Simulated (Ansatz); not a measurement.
hcp Ru, treated with PBE (plane waves, PAW; Ansatz, a quantum-chemistry and plane-wave program).

Numerical settings: plane-wave cutoff 520 eV, 16×16×10 k mesh (along the axes of the cell as run), Fermi–Dirac smearing 0.1 eV, perturbation theory, force constants from a 4×4×2 q mesh, no spin polarisation, scalar-relativistic PAW data made under PBE.

Computed at the level's own relaxed cell.

Ru has the hexagonal space group P6₃/mmc (No. 194), the hcp (Mg type) structure, Pearson symbol hP2. Cell: a = b = 2.7218 Å, c = 4.2915 Å, α = β = 90.00°, γ = 120.00°. Ru on 2c is surrounded by 12 Ru at 2.660–2.722 Å (anticuboctahedral). (Neighbours: up to the widest gap in distance over summed covalent radii, below 1.35, at either atom.)

Harmonic phonon frequencies (cm⁻¹; i marks an imaginary mode):

```
q point              frequencies
-------  -----------------------
Γ                            [?]
A        135 135 135 135 207 207
```

Q: Some entries are withheld; supply them.

A: 
- Γ, frequencies: 0 0 0 193 193 247

No imaginary mode appears at these points.
